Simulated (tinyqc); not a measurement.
Inside a calculation. Method: geometry optimisation on the RHF/sto-6g surface (energies and gradients from PySCF), for OH-, spin multiplicity 1. The basis has no diffuse functions, so it cannot describe the extra electron: this is an exercise in the method, not the real anion. Computed by tinyqc, a small Python program that keeps every step (integrals from PySCF). Settings: charge = -1, multiplicity = 1, basis = sto-6g, optimiser = bfgs, first Hessian = 0.6, largest step = 0.3, iteration cap = 30. Command: `OMP_NUM_THREADS=1 python tinyqc.py 30343 30344 out.jsonl` (the two numbers bound the seeds that draw the settings). One thread of a shared host (Intel(R) Xeon(R) Processor @ 2.60GHz), about 0.5 s of CPU time with the checks.

## Step 1: energy and gradient

positions at the start (bohr):
```
,x,y,z
1O,0.000000,0.000000,0.000000
2H,0.000000,0.000000,1.921851
```

Self-consistent energy and analytic gradient at these positions.

energy = -74.78434549 hartree

gradient (hartree/bohr):
```
,x,y,z
1O,0.00000000,0.00000000,0.03758650
2H,0.00000000,0.00000000,-0.03758650
```

## Step 1: move

Quasi-Newton step p = -H^(-1) g (first H = 0.6 times the unit matrix); steps longer than 0.3 bohr are cut back.

positions after step 1 (bohr):
```
,x,y,z
1O,0.000000,0.000000,-0.062644
2H,0.000000,0.000000,1.984496
```

## Step 2: energy and gradient

As before.

energy = -74.78583389 hartree

gradient (hartree/bohr):
```
,x,y,z
1O,0.00000000,0.00000000,-0.01072686
2H,0.00000000,0.00000000,0.01072686
```

## Step 2: move

inverse Hessian in use (bohr^2/hartree):
```
,1,2,3,4,5,6
1,1.666667,0.000000,0.000000,0.000000,0.000000,0.000000
2,0.000000,1.666667,0.000000,0.000000,0.000000,0.000000
3,0.000000,0.000000,1.481644,0.000000,0.000000,0.185022
4,0.000000,0.000000,0.000000,1.666667,0.000000,0.000000
5,0.000000,0.000000,0.000000,0.000000,1.666667,0.000000
6,0.000000,0.000000,0.185022,0.000000,0.000000,1.481644
```

Quasi-Newton step p = -H^(-1) g (the inverse Hessian comes from BFGS updates; coordinates in the order x, y, z of each atom); steps longer than 0.3 bohr are cut back.

positions after step 2 (bohr):
```
,x,y,z
1O,0.000000,0.000000,-0.048735
2H,0.000000,0.000000,1.970587
```

## Convergence

Stop when the largest gradient component is below 3e-5 hartree/bohr. The inverse Hessian follows the BFGS update with s = step, y = change of gradient.

Course of the optimisation:
```
step,E (hartree),largest gradient (hartree/bohr)
1,-74.78434549,3.76e-02
2,-74.78583389,1.07e-02
3,-74.78600644,1.55e-03
4,-74.78600990,7.88e-05
5,-74.78600991,5.42e-07
```

Final distances (angstrom):
```
pair,distance
2H-1O,1.066216
```

Converged in 5 steps.
